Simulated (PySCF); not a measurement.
acetone cation (C₃H₆O), SMILES CC(C)=O (connectivity only; charge and spin as stated), charge +1, multiplicity 2.

Geometry: r2SCAN-D4/def2-SVP. The multiplicity is an assumed one; other spin states were not compared.

Level of theory: r2SCAN-D4/def2-SVP in PySCF.

No scaling factor is applied to the harmonic values.

Question: Give all harmonic wavenumbers and intensities. (An estimate is asked for; the answer gives what the named calculation found.)

Answer: 
| mode | ν (cm⁻¹) | IR (km/mol) | moving atoms (share of kinetic energy) |
|---|---|---|---|
| 1 | 82 | 0.4 | H 99 % |
| 2 | 125 | 1.5 | H 87 %, O 9 % |
| 3 | 343 | 1.6 | C 50 %, H 36 %, O 14 % |
| 4 | 369 | 3.6 | O 46 %, C 41 %, H 13 % |
| 5 | 476 | 0.2 | C 48 %, H 45 % |
| 6 | 751 | 0.4 | C 77 %, H 15 %, O 9 % |
| 7 | 858 | 0.3 | H 81 %, C 19 % |
| 8 | 928 | 2.6 | H 67 %, C 32 % |
| 9 | 1017 | 21.7 | C 55 %, H 44 % |
| 10 | 1054 | 2.2 | H 70 %, C 23 % |
| 11 | 1057 | 2.7 | C 73 %, H 27 % |
| 12 | 1266 | 20.2 | H 79 %, C 15 % |
| 13 | 1301 | 1.7 | H 87 %, C 13 % |
| 14 | 1381 | 21.0 | H 95 % |
| 15 | 1383 | 26.5 | H 91 %, C 9 % |
| 16 | 1408 | 1.0 | H 95 % |
| 17 | 1426 | 49.1 | H 96 % |
| 18 | 1622 | 0.5 | C 54 %, O 36 %, H 11 % |
| 19 | 3026 | 61.4 | H 97 % |
| 20 | 3032 | 26.6 | H 97 % |
| 21 | 3135 | 0.4 | H 91 %, C 9 % |
| 22 | 3141 | 60.6 | H 91 %, C 9 % |
| 23 | 3210 | 2.2 | H 90 %, C 10 % |
| 24 | 3210 | 39.1 | H 90 %, C 10 % |
